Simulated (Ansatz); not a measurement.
## Multireference treatment of C3H6, singlet

Calculated in Ansatz's Gaussian-basis code. Basis cc-pVDZ, nonrelativistic, 3 orbitals frozen in the corrections. State-specific CASSCF; RHF is the lowest restricted (open-shell) Hartree–Fock solution met. Single-reference values can break down or jump between states where bonds are stretched. No symmetry is imposed, so a solution can break that of the shape. The lowest solution met needn't be the lowest there is, nor hold the orbitals that a chemist would pick.

Geometry:

```xyz
9

C     0.0000    0.6115    0.0000
C     0.0000   -0.3538    1.1504
C     0.0000   -0.3538   -1.1504
H    -0.9105    1.2002    0.0000
H     0.9105    1.2002    0.0000
H     0.9105   -0.4560    1.7302
H    -0.9105   -0.4560    1.7302
H    -0.9105   -0.4560   -1.7302
H     0.9105   -0.4560   -1.7302
```

Q: What do CASSCF and its corrections give against RHF in CAS(2,2), and what are the occupations?

A: CASSCF -1.984 eV, SC-NEVPT2 -12.499 eV; occupations 1.57, 0.43.

Q: How do single-reference totals in the same basis and frozen core stand against SC-NEVPT2 in CAS(2,2)?

A: CCSD(T) -1.554 eV. Coupled cluster stands on the determinant that it favours, which can lie over the RHF solution above, and is in doubt where the occupations are far from 0, 1 and 2.
